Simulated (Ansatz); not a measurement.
# HPN, doublet: vertical spin and charge gaps

Geometry (PBE0/def2-TZVP stationary point for this spin, not checked as a minimum):

```tsv
atom	x (Å)	y (Å)	z (Å)
N	0.0000	0.0742	1.0838
P	0.0000	-0.0767	-0.4631
H	0.0000	1.3249	-0.8309
```

Basis 6-31G; Ansatz 0.2.0. Only valence electrons are correlated (noble-gas cores frozen). Prefix R: restricted or restricted open-shell reference; prefix U: unrestricted. Active spaces: valence = (11e, 9o) chosen from the atoms' valence shells.

Gaps are energies of the second state less the first, at fixed atoms, for a selection of the levels run; each method lands on the state that its own search finds for that charge and spin.

Unrestricted rows (U, and Kohn–Sham where it breaks symmetry) aren't spin-pure: their determinants' ⟨S²⟩ exceeds S(S+1) by up to 1.38, so they mix in states of higher spin, at the starting point too. For open shells CISD and CISDTQ are restricted-active-space CI with the open shells as a complete middle space. A value is left out where its run failed or describes another state than the reference as far as symmetry and spin tell, or, spin-broken singlets apart, can't be checked.

Problem. PBE gives 11.327 eV for removing an electron, to the triplet. Estimate what full CI gives in 6-31G.

Solution. Full CI in 6-31G gives 10.601 eV, so against it PBE is off by 0.726 eV, of which a good part can be the reference's own basis and frozen-core error.

Large singles or doubles amplitudes warn of static correlation in the HPN doublet and the HPN⁺ triplet.

| level | gap (eV) | error (meV) | ⟨S²⟩ where 0.1 over S(S+1) (first / second) |
| --- | --- | --- | --- |
| RHF | 10.406 | -195 | – / – |
| UHF | 10.195 | -406 | 1.28 / 2.54 |
| RMP2 | 11.141 | 540 | – / – |
| UMP2 | 10.698 | 97 | 1.28 / 2.54 |
| RCCSD | 10.640 | 39 | – / – |
| UCCSD | 10.641 | 40 | 1.28 / 2.54 |
| RCCSD(T) | 10.629 | 28 | – / – |
| UCCSD(T) | 10.634 | 33 | 1.28 / 2.54 |
| BCCD(T) | 10.629 | 28 | – / – |
| RCCSDT | 10.611 | 10 | – / – |
| UCCSDT | 10.611 | 10 | 1.28 / 2.54 |
| RCCSDT(Q) | 10.602 | 1 | – / – |
| UCCSDT(Q) | 10.608 | 7 | 1.28 / 2.54 |
| RCCSDTQ | 10.601 | 0 | – / – |
| UCCSDTQ | 10.601 | 0 | 1.28 / 2.54 |
| CASSCF (valence space) | 10.190 | -411 | – / – |
| NEVPT2 (valence space) | 10.509 | -92 | – / – |
| MRCISD (valence space) | 10.579 | -22 | – / – |
| MRCISD+Q (valence space) | 10.602 | 1 | – / – |
| r2SCAN | 11.342 | 741 | – / – |
| PBE0 | 11.391 | 790 | – / – |
| B3LYP | 11.425 | 824 | – / – |
| wB97M-V | 11.439 | 838 | – / – |
| B2PLYP | 11.173 | 572 | 0.91 / 2.22 |
| RPA-PBE | 10.602 | 1 | – / – |

Removing an electron, to the singlet: 9.329 eV at full CI (doublet A', singlet ion A', in Cs).

Large singles or doubles amplitudes warn of static correlation in the HPN doublet and the HPN⁺ singlet.

```csv
level,gap (eV),error (meV),⟨S²⟩ where 0.1 over S(S+1) (first / second)
RHF,10.226,897,– / –
UHF,9.971,642,1.28 / 1.38
RMP2,9.862,533,– / –
UMP2,10.113,784,1.28 / 1.38
CISD,9.736,407,– / –
RCCSD,9.518,189,– / –
UCCSD*,9.540,211,1.28 / 1.38
RCCSD(T),9.317,-12,– / –
UCCSD(T)*,9.462,133,1.28 / 1.38
BCCD(T)*,9.378,49,– / –
RCCSDT,9.362,33,– / –
UCCSDT,9.412,83,1.28 / 1.38
RCCSDT(Q),9.313,-16,– / –
UCCSDT(Q),9.356,27,1.28 / 1.38
RCCSDTQ,9.337,8,– / –
UCCSDTQ,9.343,14,1.28 / 1.38
CASSCF (valence space),8.813,-516,– / –
NEVPT2 (valence space),9.206,-123,– / –
MRCISD (valence space),9.295,-34,– / –
MRCISD+Q (valence space),9.324,-5,– / –
PBE,10.012,683,– / –
r2SCAN,10.328,999,– / 0.12
PBE0,10.381,1052,– / 0.17
B3LYP,10.310,981,– / –
wB97M-V,10.198,869,– / –
B2PLYP,10.051,722,0.91 / 0.58
RPA-PBE,9.225,-104,– / –
```

An asterisk marks runs whose energy the program itself flagged as in doubt.

Quartet less doublet: 3.449 eV at full CI (doublet A', quartet A', in Cs).

Large singles or doubles amplitudes warn of static correlation in the HPN doublet.

```tsv
level	gap (eV)	error (meV)	⟨S²⟩ where 0.1 over S(S+1) (first / second)
RHF	1.667	-1782	– / –
UHF	2.113	-1336	1.28 / –
RMP2	3.426	-23	– / –
UMP2	2.803	-646	1.28 / –
CISD	3.058	-391	– / –
RCCSD	3.314	-135	– / –
UCCSD	3.328	-121	1.28 / –
RCCSD(T)	3.419	-30	– / –
UCCSD(T)	3.405	-44	1.28 / –
BCCD(T)	3.418	-31	– / –
RCCSDT	3.424	-25	– / –
UCCSDT	3.425	-24	1.28 / –
CISDTQ	3.419	-30	– / –
RCCSDT(Q)	3.448	-1	– / –
UCCSDT(Q)	3.447	-2	1.28 / –
RCCSDTQ	3.446	-3	– / –
UCCSDTQ	3.445	-4	1.28 / –
CASSCF (valence space)	3.560	111	– / –
NEVPT2 (valence space)	3.473	24	– / –
MRCISD (valence space)	3.459	10	– / –
MRCISD+Q (valence space)	3.452	3	– / –
PBE0	3.183	-266	– / –
B2PLYP	3.308	-141	0.91 / –
```

In so small a basis the reference is far from its limit while semilocal and hybrid functionals are nearer theirs (RPA and double hybrids share part of the reference's basis error), so the functionals' errors here hold much of the reference's basis and frozen-core error, which can add to them or hide them. The set has no polarisation functions, which weighs most on the reference.

Full CI is exact within this basis and frozen core; it isn't the basis-set limit. The frozen core follows each run's orbitals, which can shift R against U totals by a few meV.
